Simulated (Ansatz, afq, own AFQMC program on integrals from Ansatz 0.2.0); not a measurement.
## CH2Al, doublet in cc-pVDZ, levels against CCSDT(Q)

```xyz
4

Al    0.0000    0.0000    0.9087
C     0.0000    0.0000   -1.6316
H     0.0000   -1.1551   -2.4415
H     0.0000    1.1551   -2.4415
```

Connectivity, by distances: Al ··· C ··· H2.

Basis cc-pVDZ. Noble-gas cores (and the filled d shells of Ga–Kr and In–Xe) are frozen. Integrals, coupled cluster, full CI and functionals: Ansatz 0.2.0; the random walks run on the same integrals in our own AFQMC program. The CISD trial takes its coefficients from CCSD amplitudes. Released means that phaseless walkers are propagated on without the constraint, phases kept. ± is one standard error of the sampling.

Determinant: UHF, the one that the program's search chose, which needn't be the lowest solution. The geometry is a point of a scan.

No full CI on the walks' own integrals is used here; CCSDT(Q) serves as the reference and is uncertain by about the last step of the cluster series.

Cautions: unrestricted determinant slightly spin contaminated (⟨S²⟩ 0.81 against 0.75).

```
T1 diagnostic                               : 0.0306
weight of the determinant in the CISD state : 0.842
⟨S²⟩ of the determinant                     : 0.806
size of the correlated space                : 9 electrons in 36 orbitals
```

```tsv
level	correlation energy (eV)
MP2	-4.5987
CCSD	-5.6675
CCSD(T)	-5.8676
```

**Question.** Estimate where phaseless AFQMC with a CISD trial lies against CCSD(T) on the same integrals.

**Answer.** 0.94 ± 0.71 mEh below CCSD(T). The gap is under twice the noise, so this walk alone can't tell the two apart.

Reference: CCSDT(Q), correlation energy -5.928 eV. The released energy is read at 2.40 1/Eh (meV from the phaseless value at times in 1/Eh: -20 ± 19 at 0.24, -22 ± 17 at 0.51, -34 ± 18 at 0.99, -42 ± 21 at 1.62, -6 ± 18 at 2.40).

| level | E − E(reference) (mEh) | share of correlation (%) |
| --- | --- | --- |
| CCSD(T) | 2.22 | 98.98 |
| CCSDT | 0.61 | 99.72 |
| ph-AFQMC/CISD | 1.28 ± 0.71 | 99.41 |
| released AFQMC | 1.06 ± 0.68 | 99.51 |

A walk keeps the symmetry of its determinant, which the program's search chose and which needn't be the lowest solution, so a lower state of the same spin and another symmetry isn't excluded. Released energies are given only where the last usable release times agree within the noise; a slower fall can still hide under it.
